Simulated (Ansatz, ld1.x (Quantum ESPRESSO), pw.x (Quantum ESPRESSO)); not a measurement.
## From atom to crystal: RRKJ potential for Mg (Z = 12)

* Element: Mg (Z = 12)
* Generator: ld1.x (Quantum ESPRESSO) 7.5
* Type: norm-conserving RRKJ (Kleinman–Bylander form)
* Functional: PBEsol
* Relativity: scalar-relativistic
* Frozen core: [Ne]
* Valence charge: 2
* Reference configuration: 3s2 3p0
* Partial waves: 3s (bound): rc 2.90 bohr; 3p (bound, empty): rc 3.00 bohr; 3d channel at 0.25 Ry: rc 3.20 bohr
* Local potential: all-electron potential smoothed inside 2.50 bohr (lloc = -2)
* Core correction: Bessel-smoothed model core inside 1.40 bohr
* rho0: 0.001

Atomic tests: cutoffs needed: 8 Ry and 10 Ry (the cutoffs (Ry, on a coarse ladder) from which the occupation-weighted sum of valence levels, in a spherical-Bessel basis at the reference potential, stays within 10 and 1 mRy of its value at 400 Ry); ghost test: no extra level below or beside the all-electron valence levels (s, p, d, f tested) (spherical-Bessel basis up to 400 Ry, 20 bohr box); largest excitation error: -19 meV (all-electron minus pseudo) for 3s0 3p2, out of 5 test configurations.

Crystal test: bcc Mg in pw.x 7.5, no spin, 13³ k-points, Fermi–Dirac smearing 0.01 Ry, cutoffs 50/200 Ry. The reference is all-electron LAPW (Ansatz 0.2.0) with the same functional, mesh and smearing; V0 and B0 come from Birch–Murnaghan fits to the pressures at five volumes. Errors are pseudo minus all-electron; Δ is the rms difference of the E(V) curves that follow from these fits, minima aligned, over ±6 % about the mean V0. Mesh and smearing are coarse, so the numbers serve the comparison and aren't converged zero-temperature values; the lattice is a test structure that the element need not adopt.

All-electron: a0 = 3.559 Å (V0 = 22.55 Å³/atom), B0 = 36.1 GPa.

**Question.** How far does the potential miss the all-electron equation of state?

**Answer.** mean pressure error (GPa): -0.35; a0 (Å): 3.548; a0 error (%): -0.32; B0 error (%): -0.3; Δ (meV/atom): 1.7. The largest radius (3.20 bohr) exceeds half the bond length (2.91 bohr), so the spheres overlap, which is one possible source of error among others.

| V (Å³/atom) | P all-electron (GPa) | P pseudo (GPa) |
| --- | --- | --- |
| 21.324 | 2.25 | 1.82 |
| 21.885 | 1.14 | 0.76 |
| 22.446 | 0.16 | -0.18 |
| 23.007 | -0.70 | -1.01 |
| 23.568 | -1.46 | -1.74 |

**Question.** At the middle volume, how do free energy and pressure move when the wave cutoff is lowered (ecutrho kept at four times it)?

**Answer.**

```
cutoff (Ry)  shift of F (meV/atom)  shift of P (GPa)
         22                   +1.5             -0.02
         30                   +0.6             -0.00
         40                   +0.1             +0.00
```

Input at the middle volume:

```
&control
  calculation='scf', prefix='x', pseudo_dir='./', outdir='./tmp', tstress=.true., disk_io='none'
/
&system
  ibrav=0, nat=1, ntyp=1, ecutwfc=50, ecutrho=200, nbnd=8,
  occupations='smearing', smearing='fd', degauss=0.01
/
&electrons
  conv_thr=1e-09, mixing_beta=0.4, electron_maxstep=70
/
ATOMIC_SPECIES
Mg 1.0 Mg.UPF
CELL_PARAMETERS angstrom
  -1.77702276 1.77702276 1.77702276
  1.77702276 -1.77702276 1.77702276
  1.77702276 1.77702276 -1.77702276
ATOMIC_POSITIONS crystal
Mg 0.0000 0.0000 0.0000
K_POINTS automatic
13 13 13 0 0 0
```

```bash
pw.x < Mg.scf.in > Mg.scf.out
```

Lines of the output:

```
Message from routine setup:
     using ibrav=0 with symmetry is DISCOURAGED, use correct ibrav instead
     lattice parameter (alat)  =       5.8164  a.u.
     unit-cell volume          =     151.4731 (a.u.)^3
     number of electrons       =         2.00
     number of Kohn-Sham states=            8
     kinetic-energy cutoff     =      50.0000  Ry
     charge density cutoff     =     200.0000  Ry
     scf convergence threshold =      1.0E-09
     Exchange-correlation= PBESOL
     number of k points=    84  Fermi-Dirac smearing, width (Ry)=  0.0100
     iteration #  1     ecut=    50.00 Ry     beta= 0.40
     total energy              =      -7.26949169 Ry
     estimated scf accuracy    <       0.00396474 Ry
     iteration #  2     ecut=    50.00 Ry     beta= 0.40
     total energy              =      -7.26899842 Ry
     estimated scf accuracy    <       0.00135254 Ry
     iteration #  3     ecut=    50.00 Ry     beta= 0.40
     total energy              =      -7.26902048 Ry
     estimated scf accuracy    <       0.00000008 Ry
     iteration #  4     ecut=    50.00 Ry     beta= 0.40
     total energy              =      -7.26902075 Ry
     estimated scf accuracy    <       0.00000006 Ry
     iteration #  5     ecut=    50.00 Ry     beta= 0.40
     total energy              =      -7.26902075 Ry
     estimated scf accuracy    <          9.6E-09 Ry
     iteration #  6     ecut=    50.00 Ry     beta= 0.40
     the Fermi energy is     3.7436 ev
!    total energy              =      -7.26902075 Ry
     estimated scf accuracy    <          1.9E-10 Ry
     smearing contrib. (-TS)   =      -0.00214800 Ry
     The total energy is F=E-TS. E is the sum of the following terms:
     one-electron contribution =       1.32280382 Ry
     hartree contribution      =       0.00470073 Ry
     xc contribution           =      -6.42693244 Ry
     ewald contribution        =      -2.16744486 Ry
     convergence has been achieved in   6 iterations
          total   stress  (Ry/bohr**3)                   (kbar)     P=       -1.84
     Message from routine punch:
     Nothing written, as per user request (disk_io='none')
```

The run at the middle volume (84 k-points, 6 iterations) took about 5.7 s on one core of a shared host (Neoverse-V2, 96 threads, 742 GiB, load 30).
